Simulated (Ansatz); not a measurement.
A made-up structure of BH4O (charge +1), singlet:

```
6
angstrom
B -0.0544 -0.8033 -0.1980
O 0.0515 0.7600 0.1873
H 1.1095 -1.3550 -0.4888
H -1.2876 -1.2739 -0.1592
H -0.8158 1.3668 0.4540
H 0.9968 1.3055 0.2047
```

It is relaxed with PBE-D4/def2-SVP and then PBE0-D4/def2-TZVP (Ansatz 0.2.0). Atoms count as bonded within 1.22 times the sum of their covalent radii (H–H: 0.88 Å). The end point is not checked to be a true minimum.

Q: Does its bonding change? (A judgement: the text doesn't fix the answer.)

A: Computed: No: no bond forms or breaks.

Where it ends: The first stage lowers the energy by 0.95 eV in 6 steps. It ends as BH₄O ([BH2][OH2]), total charge +1:
```xyz
6
angstrom
B -0.0486 -0.7173 -0.1768
O 0.0460 0.6785 0.1672
H 0.9907 -1.2097 -0.4364
H -1.1497 -1.1373 -0.1421
H -0.7285 1.2203 0.4053
H 0.8900 1.1655 0.1827
```

Labels in which every atom is bracketed show which atoms are joined, not bond orders.

For scale, one of the runs: PBE0-D4/def2-TZVP relaxation, 86 basis functions, launched by `ansatz run in.yaml --threads 2 --pin off --events-out ev --progress --plain --max-ram 4352MiB`. The run took about 3.9 s on 2 CPU threads of an Arm Neoverse V2 (shared host).
